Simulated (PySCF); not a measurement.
Species: (E)-diazene, N2H2.
SMILES with atom numbers: `[H]/[N:2]=[N:3]/[H]` (hydrogens: H1 on N2; H4 on N3)

Method: MP2 and CCSD/aug-cc-pVTZ in PySCF, restricted Hartree–Fock reference, 2 core orbitals frozen, non-relativistic, gas phase, PBE0-D3(BJ)/def2-SVP geometry.

E(HF) = -110.04214 Eh.

**Question.** How large is the problem?

**Answer.** 138 basis functions and 16 electrons; 2 orbitals frozen, which leaves o = 6 correlated occupied and v = 130 virtual orbitals. That is o·v = 780 singles and o·v(o·v + 1)/2 = 304590 distinct closed-shell doubles amplitudes before symmetry; the costliest CCSD step grows as o²v⁴ = 1.0 × 10^10.

**Question.** What are the MP2 and CCSD correlation energies?

**Answer.** MP2 -0.4145 Eh and CCSD -0.4258 Eh, which gives totals of -110.45667 and -110.46796 Eh. That is 0.966 eV for each correlated electron at CCSD (1118 kJ/mol in all, 0.385 % of the total energy); MP2 gives 97.3 % of the CCSD value.

**Question.** What is the T1 diagnostic?

**Answer.** 0.0123, below the customary warning level of 0.02. It is the norm of the spatial-orbital singles amplitudes over the root of the number of correlated electrons, so the norm is 0.043.

No triples correction and no basis-set extrapolation were made.

The job also held the EOM ionisation and excitation roots. Time: 7.1 min. Hardware: one thread of an Arm Neoverse V2, on a shared host.
